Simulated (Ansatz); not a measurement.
For fcc Ir, PBEsol+SOC in Ansatz (PAW) gives:

- equilibrium lattice constant a: 3.832 Å
- bulk modulus B0: 380 GPa

Q: What does PBE0 in Ansatz (plane waves, PAW) give for the same quantities?

A: 
- lattice constant a: 3.826 Å (shrinks by 0.2 %)
- bulk modulus: 397 GPa (rises by 4.5 %)

For comparison: lattice constant a 3.831 Å (measured, static lattice: zero-point anharmonic expansion removed; as tabulated in Mejia-Rodriguez and Trickey (2018), arXiv:1807.09216); bulk modulus 365 GPa (measured, corrected for temperature and zero-point phonon effects; as tabulated in Levämäki et al. (2014), arXiv:1402.3671).

Changes are worked out from the printed values.

Unless a cell is named, each level is at its own relaxed cell (PBEsol+SOC 14.07, PBE0 14.00 Å³/atom).

Levels without +SOC leave out spin–orbit coupling, which shifts energies and cells of such heavy elements.

Ansatz's density-functional and Hartree–Fock values are scalar-relativistic unless marked +SOC, with PAW data made under PBE.

Ansatz is an electronic-structure program.
